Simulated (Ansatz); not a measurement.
System: rock-salt GdN. Method: PBEsol (plane waves, PAW; Ansatz, a program for electronic structure).

Settings: plane-wave cutoff 500 eV, 14×14×14 k mesh, Fermi–Dirac smearing 0.05 eV, spin-polarised with parallel moments, scalar-relativistic PAW data made under PBE.

Cell (relaxed at this level):

```xyz
2
Lattice="0.0000 2.4613 2.4613 2.4613 0.0000 2.4613 2.4613 2.4613 0.0000" Properties=species:S:1:pos:R:3 pbc="T T T"
Gd     0.0000     0.0000     0.0000
N      2.4613     2.4613     2.4613
```

Q: Estimate the magnetic moment (largest site, within a sphere) that the calculation returns.

A: 
magnetic moment (largest site, within a sphere): 6.85 μB

The run finds no gap.

Note: the 4f shell is treated without U or exact exchange, so its levels and filling can be wrong.

Moments are spin moments.

Spin–orbit coupling is not included.

The result took about 60 core-seconds (a rough figure).
